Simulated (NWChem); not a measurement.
**P2 (diphosphorus) at CASSCF(8,8)/pc-1**

What is the energy change on altering one bond length of P2 (diphosphorus) at CASSCF(8,8)/pc-1? 

Program for the calculation: NWChem 7.3.0.

## Step 1: The molecule

P2 has 2 atoms, charge 0, and is taken as a singlet. As SMILES, `P#P`. The bond length is the measured one.

Bond lengths: P1–P2 1.893 Å.

## Step 2: Energy and gradient at CASSCF(8,8)/pc-1

geom.nw reads:

```
START geom
TITLE "P2 casscf"
memory stack 880 mb heap 220 mb global 1100 mb
charge 0

GEOMETRY units angstroms noautosym nocenter noautoz
  P        0.000000       0.000000       0.000000
  P        0.000000       0.000000       1.893400
END

BASIS "ao basis" spherical bse
  P library pc-1
END

SCF
  nopen 0
  rhf
  thresh 1e-08
  maxiter 60
END

MCSCF
  active 8
  actelec 8
  multiplicity 1
  maxiter 30
END

TASK mcscf gradient
```

Started as:

```sh
nwchem geom.nw > geom.out
```

The log of the run:

```text
[...]
     --- Warning:   11 Hessian diagonals < 0.05 ---
[...]
     --- Warning:   11 Hessian diagonals < 0.05 ---
[...]
     --- Warning:   11 Hessian diagonals < 0.05 ---
[...]
       Total MCSCF energy =   -681.538166179240
[...]
                         MCSCF ENERGY GRADIENTS
    atom               coordinates                        gradient
                 x          y          z           x          y          z
   1 P       0.000000   0.000000   0.000000    0.000000   0.000000   0.027102
   2 P       0.000000   0.000000   3.578007   -0.000000  -0.000000  -0.027102
[...]
```

Run time: 30 s. Hardware: 1 thread of AMD EPYC 7R43 (Zen 3), shared host; peak memory 0.1 GiB.

## Step 3: The distorted shape

p2.nw reads:

```
start p2
title "P2 gradient"
memory stack 880 mb heap 220 mb global 1100 mb

geometry units angstroms noautosym nocenter noautoz
  P    -0.041997    0.151867   -0.045633
  P     0.021841   -0.051118    1.904891
end

basis spherical bse
  * library pc-1
end

scf
  nopen 0
  rhf
  thresh 1e-08
  maxiter 60
end

mcscf
  active 8
  actelec 8
  multiplicity 1
  maxiter 30
end

task mcscf gradient
```

Started as:

```sh
nwchem p2.nw > p2.out
```

The log of the run:

```text
[...]
     --- Warning:   14 Hessian diagonals < 0.05 ---
[...]
     --- Warning:   14 Hessian diagonals < 0.05 ---
[...]
     --- Warning:   14 Hessian diagonals < 0.05 ---
[...]
       Total MCSCF energy =   -681.538704997714
[...]
                         MCSCF ENERGY GRADIENTS
    atom               coordinates                        gradient
                 x          y          z           x          y          z
   1 P      -0.079363   0.286987  -0.086234   -0.000532   0.001692  -0.016255
   2 P       0.041274  -0.096599   3.599722    0.000532  -0.001692   0.016255
[...]
```

It took 31 s on 1 thread of AMD EPYC 7R43 (Zen 3), shared host; peak memory 0.098 GiB.

## Step 4: Results

At CASSCF(8,8)/pc-1:

```
                                                                quantity          value
                                               first shape: total energy  -681.53817 Eh
    first shape: dipole moment (of the density that the program reports)         0.00 D
                                   first shape: largest force on an atom     1.394 eV/Å
                                           distorted shape: total energy  -681.53870 Eh
distorted shape: dipole moment (of the density that the program reports)         0.00 D
                               distorted shape: largest force on an atom     0.841 eV/Å
       energy change with the P1–P2 bond stretched from 1.893 to 1.962 Å      -0.015 eV
```

With the P1–P2 bond stretched from 1.893 to 1.962 Å the energy falls by 0.01 eV (0.3 kcal/mol). The first shape isn't relaxed at this level, so the change isn't measured from a minimum. The largest force (first shape) is 1.39 eV/Å: the shape isn't a stationary point for this species at this level.
